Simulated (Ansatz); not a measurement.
# C2H6N2S: one species, many methods

An exercise on one series of results from a longer session: the logs are not shown, and one member is left open.

Program: Ansatz 0.2.0, Gaussian basis. Level of theory: functionals in def2-TZVPP, the program's frozen cores in correlated methods. These are calculated values, not measurements.

The runs, in order: PBE-D4, r2SCAN-D4, PBE0-D4, B3LYP-D4, ωB97X-V, ωB97M-V, B2PLYP; CCSD(T)/def2-TZVPP; MP2/def2-QZVPP; extrapolation to the limit.

### The relaxed structure

An earlier PBE0-D4 in a triple-zeta def2 set relaxation fixed the geometry.

11 atoms, charge 0, spin multiplicity 1.

Atoms are counted from 1 here; the program's logs count them from 0.

Bond lengths: N1–C2 1.272 Å, N1–H6 1.014 Å, C2–N3 1.362 Å, C2–H7 1.095 Å, N3–C4 1.430 Å, N3–H8 1.006 Å, C4–S5 1.825 Å, C4–H9 1.089 Å, C4–H10 1.088 Å, S5–H11 1.344 Å. Angles: C2–N1–H6 110.8°, N1–C2–N3 122.0°, N1–C2–H7 125.1°, N3–C2–H7 113.0°, C2–N3–C4 120.1°, C2–N3–H8 116.6°, C4–N3–H8 117.4°, N3–C4–S5 115.6°, N3–C4–H9 109.5°, N3–C4–H10 108.5°, S5–C4–H9 105.9°, S5–C4–H10 108.1°, H9–C4–H10 109.1°, C4–S5–H11 94.2°.

As a file:

```xyz
11

N     0.1734    1.5358    0.5653
C    -0.3762    0.5048    1.0677
N    -0.6660   -0.5950    0.3190
C    -0.2056   -0.6841   -1.0323
S     1.5819   -0.9906   -1.2364
H     0.2603    2.2703    1.2582
H    -0.6847    0.4031    2.1134
H    -0.8013   -1.4568    0.8195
H    -0.7094   -1.5093   -1.5340
H    -0.4498    0.2455   -1.5427
H     1.9429    0.2194   -0.7770
```

Set-up of the first run:

in.yaml

```yaml
crystal:
  periodic: [false, false, false]
  atoms:
    - {symbol: N, position_ang: [0.173402, 1.535753, 0.565261]}
    - {symbol: C, position_ang: [-0.376217, 0.504847, 1.067692]}
    - {symbol: N, position_ang: [-0.666014, -0.595030, 0.318995]}
    - {symbol: C, position_ang: [-0.205646, -0.684059, -1.032262]}
    - {symbol: S, position_ang: [1.581861, -0.990629, -1.236417]}
    - {symbol: H, position_ang: [0.260349, 2.270286, 1.258212]}
    - {symbol: H, position_ang: [-0.684662, 0.403100, 2.113412]}
    - {symbol: H, position_ang: [-0.801321, -1.456780, 0.819456]}
    - {symbol: H, position_ang: [-0.709393, -1.509286, -1.533976]}
    - {symbol: H, position_ang: [-0.449820, 0.245482, -1.542666]}
    - {symbol: H, position_ang: [1.942857, 0.219417, -0.777007]}
basis:
  gaussian: {orbitals: def2-TZVPP}
hamiltonian: {xc: pbe, dispersion: d4}
output: {forces: true, orbitals: {seedname: orbitals}}
```

Launch:

```
ansatz run in.yaml --threads 4 --pin off --events-out ev --progress --plain --max-ram 10444MiB
```

Steps of the session up to this table: PBE-D4 (GGA); r2SCAN-D4 (meta-GGA); PBE0-D4 (hybrid); B3LYP-D4 (hybrid); ωB97X-V (range-separated); ωB97M-V (range-separated); B2PLYP (double hybrid); CCSD(T) in def2-TZVPP; MP2 in def2-QZVPP.

One of the session's tables, all rows but one given; the rest of the session is left out.

```
            method  atomisation energy (kcal/mol)
            PBE-D4                         1010.1
         r2SCAN-D4                          974.0
           PBE0-D4                          982.4
          B3LYP-D4                              ?
           ωB97X-V                          979.6
           ωB97M-V                          980.6
            B2PLYP                          964.2
     HF/def2-TZVPP                          652.5
    MP2/def2-TZVPP                          957.2
   CCSD/def2-TZVPP                          921.3
CCSD(T)/def2-TZVPP                          940.5
           MP2/CBS                          988.4
       CCSD(T)/CBS                          971.7
```

Q: Estimate the row for B3LYP-D4 from the others.

As computed: atomisation energy (kcal/mol): 979.4. In the column «atomisation energy (kcal/mol)» it lies between r2SCAN-D4 (974.0) and ωB97X-V (979.6).

Limits of these values: Free atoms (2 N, 2 C, 1 S, 6 H) were run apart at each level; the atomisation energy is their sum less the molecule, without zero-point or spin-orbit terms.
